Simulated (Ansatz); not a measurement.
The input, for Ansatz 0.2.0:

```yaml
crystal:
  periodic: [false, false, false]
  atoms:
    - {symbol: Ru, position_ang: [0.000162, 0.001479, 0.228431]}
    - {symbol: C, position_ang: [-0.000672, -0.014664, -1.560928]}
    - {symbol: H, position_ang: [0.047292, -0.898809, -2.167644]}
    - {symbol: H, position_ang: [-0.055485, 0.925287, -2.137842]}
basis:
  gaussian: {orbitals: def2-SVP}
total_charge: 1
magnetization: {spin_polarized: true, initial_magnetization: 1}
correlation: {method: ccsdt_q, electrons: outside_noble_gas}
```

```sh
$ ansatz run in.yaml --threads 1 --pin off --events-out ev --progress --plain --max-ram 2393MiB
```

Question: Roughly how long does this take on 1 thread of Arm Neoverse V2, shared host, and how much host memory?

Answer: 8.3 min wall and 1.5 GiB.

```
1026 factors; integrals over basis functions are off by at most 2.5e-7 eV
mean field evaluation 1: about -3604.7290 eV, gradient 3.5e1 eV
mean field evaluation 2: about -3604.8326 eV, gradient 3.5e1 eV
mean field evaluation 4: about -3610.7782 eV, gradient 6.6e0 eV
mean field evaluation 8: about -3611.1657 eV, gradient 1.2e0 eV
mean field evaluation 16: about -3612.6023 eV, gradient 3.6e-1 eV
mean field evaluation 32: about -3612.7790 eV, gradient 2.5e-1 eV
mean field evaluation 64: about -3611.1559 eV, gradient 2.1e0 eV
mean field evaluation 96: about -3612.0960 eV, gradient 5.5e0 eV
mean field evaluation 128: about -3558.9229 eV, gradient 1.1e2 eV
mean field evaluation 160: about -3611.8161 eV, gradient 6.3e-1 eV
...
cycle  49  -8.79610711 eV  change    3.7e-6 eV  update   3.4e-6
cycle  50  -8.79610477 eV  change    2.3e-6 eV  update   2.7e-6
cycle  51  -8.79610360 eV  change    1.2e-6 eV  update   2.2e-6
cycle  52  -8.79610272 eV  change    8.8e-7 eV  update   1.7e-6
cycle  53  -8.79610226 eV  change    4.6e-7 eV  update   1.4e-6
cycle  54  -8.79610187 eV  change    4.0e-7 eV  update   1.3e-6
cycle   1  -8.79610203 eV  update   1.1e-6
cycle   2  -8.79610237 eV  change   -3.4e-7 eV  update   1.1e-6
cycle   3  -8.79610450 eV  change   -2.1e-6 eV  update   1.0e-6
cycle   4  -8.79610595 eV  change   -1.5e-6 eV  update   9.2e-7
perturbative correction -0.05962124 eV, -0.0021910402 hartree
Total energy: -3621.63511771 eV, -133.0926357432 hartree
```
